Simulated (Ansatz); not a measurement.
C2H6N2O can be A, `N=C(O)CN`, or B, `NC1NCO1`.

Isolated molecules relaxed with PBE0-D4/def2-TZVP in Ansatz; ΔE leaves out vibrations. CCSD(T)/CBS adds triple-zeta CCSD(T) − MP2 to the extrapolated MP2 energy (def2 sets, frozen cores). DFT in def2-TZVPP. B3LYP here is the variant with VWN-RPA as its local correlation; programs differ in this. One conformer a species, not always the lowest.

Problem. Which isomer does CCSD(T)/CBS put lower? Give the gap. (Estimate.)

Solution. The calculation gave: A, by 113.0 kJ/mol.

Problem. Give E(B) − E(A) in kJ/mol with B3LYP-D4, HF/def2-TZVPP, CCSD/def2-TZVPP, ωB97M-V, PBE-D4, PBE0-D4, r2SCAN-D4. (An estimate is asked.)

Solution. Computed: B3LYP-D4 119.8, HF/def2-TZVPP 118.2, CCSD/def2-TZVPP 110.4, ωB97M-V 109.4, PBE-D4 110.3, PBE0-D4 104.6, r2SCAN-D4 116.5. None reverses the order clearly.

Largest T1 diagnostic: 0.012.

From PBE to PBE0 (25 % exact exchange), in def2-TZVPP and without D4, E(B) − E(A) moves by −5.8 kJ/mol. In def2-TZVPP, CCSD(T) changes the Hartree–Fock value by −6.3 kJ/mol (the triples alone add +1.5 kJ/mol) and MP2 by −5.4 kJ/mol.
